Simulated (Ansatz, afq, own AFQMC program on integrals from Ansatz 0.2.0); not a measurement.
## SiN, quartet: AFQMC among the cluster methods

```xyz
2

Si    0.0000    0.0000    0.0000
N     0.0000    0.0000    3.0050
```

Basis 6-31G. Only valence electrons are correlated. Integrals, coupled cluster, full CI and functionals: Ansatz 0.2.0; the random walks run on the same integrals in our own AFQMC program. ph-AFQMC/CISD is guided by a CISD state made of CCSD amplitudes; releasing the constraint for a short imaginary time cuts its bias at the price of noise, slowly where states lie close. Error bars are statistical, one sigma.

Determinant: ROHF, the one that the program's search chose, which needn't be the lowest solution. The geometry is a point of a scan.

Full CI on the same integrals is exact in this basis and with this determinant's frozen core.

Cautions: lower spins were not checked; a spin-contaminated unrestricted determinant lies lower (UHF 2.36 eV lower, ⟨S²⟩ 4.75); the search met a lower determinant of the same kind, perhaps of another symmetry (1.21 eV lower); strong correlation (T1 0.098, weight of the determinant 0.59, largest double 0.40); (T) is large, 6 % of the CCSD correlation; the CCSD(T) amplitudes may be one of several solutions (largest double 0.40); the CCSDT(Q) amplitudes may be one of several solutions (largest double 0.50); the CCSDTQ amplitudes may be one of several solutions (largest double 0.50); the released energies are still falling, so no released level is given (meV from the phaseless value at times in 1/Eh: -4 ± 5 at 0.24, -11 ± 3 at 0.51, -18 ± 5 at 0.99, -29 ± 3 at 1.62, -39 ± 4 at 2.40); the next higher spin lies close (full CI puts it 49 meV above).

```
T1 diagnostic                               : 0.0977
weight of the determinant in the CISD state : 0.591
size of the correlated space                : 9 electrons in 16 orbitals
```

```
  level  correlation energy (eV)
    MP2                  -2.8842
   CCSD                  -4.3030
CCSD(T)                  -4.5660
```

(1) Estimate where full CI lies against CCSD(T) on the same integrals.

(1) 0.0 kJ/mol above CCSD(T).

Reference: full CI, correlation energy -4.566 eV. The cautions show a poor starting determinant, so the rows tell how each method copes with it here, and full CI is the sure value.

```json
{"level": "CCSD(T)", "E − E(reference) (kJ/mol)": "0.0", "share of correlation (%)": "100.01"}
{"level": "CCSDT", "E − E(reference) (kJ/mol)": "1.5", "share of correlation (%)": "99.66"}
{"level": "CCSDT(Q)", "E − E(reference) (kJ/mol)": "-0.6", "share of correlation (%)": "100.14"}
{"level": "CCSDTQ", "E − E(reference) (kJ/mol)": "0.1", "share of correlation (%)": "99.99"}
{"level": "ph-AFQMC/HF", "E − E(reference) (kJ/mol)": "94.6 ± 4.5", "share of correlation (%)": "78.52"}
{"level": "ph-AFQMC/CISD", "E − E(reference) (kJ/mol)": "11.2 ± 0.5", "share of correlation (%)": "97.46"}
```

CCSDT and higher add their correlation energy to the determinant of the CCSD(T) run, since their own runs factorise the integrals more tightly (a shift of under 2 meV). A walk keeps the symmetry of its determinant, which the program's search chose and which needn't be the lowest solution, so a lower state of the same spin and another symmetry isn't excluded.
